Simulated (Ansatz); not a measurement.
Multireference treatment of CH2F2, singlet

Computed with Ansatz's Gaussian-basis code (development build). Basis cc-pVDZ, nonrelativistic, no frozen core. State-specific CASSCF; RHF is the lowest restricted (open-shell) Hartree–Fock solution met. No symmetry is imposed, so a solution can break that of the shape. No proof that the lowest CASSCF solution was found.

Geometry. A bond is stretched, to 1.54 times the sum of the covalent radii.

```xyz
5

C     0.0000   -0.5783   -0.3352
F     0.0000    0.1939    1.5599
F     0.0000    0.4507   -1.2309
H    -0.9084   -1.1657   -0.4751
H     0.9084   -1.1657   -0.4751
```

What do CASSCF and its corrections give against RHF in CAS(2,2), and what are the occupations?

CASSCF -1.653 eV, SC-NEVPT2 -14.748 eV; occupations 1.81, 0.19.
